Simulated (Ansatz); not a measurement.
Ideal-gas functions of silanol at 298.15 K and 1 bar, from an Ansatz frequency run at PBE0-D4/def2-TZVP.

Molar mass 48.12 g/mol, point group Cs (symmetry number 1), electronic degeneracy 1, moments of inertia 6.567, 36.503, 37.229 u Å². Harmonic wavenumbers (cm⁻¹, unscaled): 197, 680, 719, 848, 908, 947, 967, 993, 2209, 2214, 2260, 3931.

Use S(trans) = R[1.5 ln M + 2.5 ln T − 1.1517]; rotational temperatures θ = 24.2544 K / I; S(rot) = R[ln(√π/σ · √(T³/θAθBθC)) + 1.5]; for each mode x = 1.438777 ν̃/T, S = R[x/(eˣ − 1) − ln(1 − e⁻ˣ)] and H = RT x/(eˣ − 1); 1 cm⁻¹ = 0.0119627 kJ/mol; R = 8.31446 J/(mol·K).

By hand: the entropy, in J/(mol·K).

Translation 157.2. Rotation: θ = 3.6934, 0.6644, 0.6515 K, giving 86.3. Vibration, mode by mode: 9.04, 1.38, 1.19, 0.72, 0.57, 0.48, 0.45, 0.40, 0.00, 0.00, 0.00, 0.00, in all 14.2. Electronic 0.0. Sum 257.7 J/(mol·K).

By hand: H − E and G − E in kJ/mol, counted from the electronic energy.

Zero-point energy ½ × 16873 × 0.0119627 = 100.9; thermal vibration 2.7; translation, rotation and pV give 4 RT = 9.9. H − E = 113.5 kJ/mol, and G − E = 113.5 − 298.15 × 257.7/1000 = 36.7 kJ/mol.

Vibration gives 6 % of the entropy.
